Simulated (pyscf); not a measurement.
Single points on ωB97X-D3(BJ)/def2-SVP structures (PySCF, gas phase).

Task: What is the homolytic dissociation enthalpy (298 K, ωB97M-D3(BJ)/def2-TZVP) of the O–Sc bond of H₂N–Sc(NH₂)–OH, to [H₂N–Sc–NH₂]• + OH•?

Result: O–Sc to [H₂N–Sc–NH₂]• + OH•: 130.7 kcal/mol. The 7 functionals that were run give +126.4 (PBE0-D3(BJ)) to +131.8 kcal/mol (ωB97X-D3(BJ)/def2-TZVP). The radicals are drawn with the spin at the cut bond; how far it spreads was not checked. Other isomers of [H₂N–Sc–NH₂]• were not searched in full and may lie lower. Left out: the spin-orbit lowering of OH. Open-shell species with a d-block atom are single-reference here; other states, and whether the spin sits on metal or ligand, were not checked.
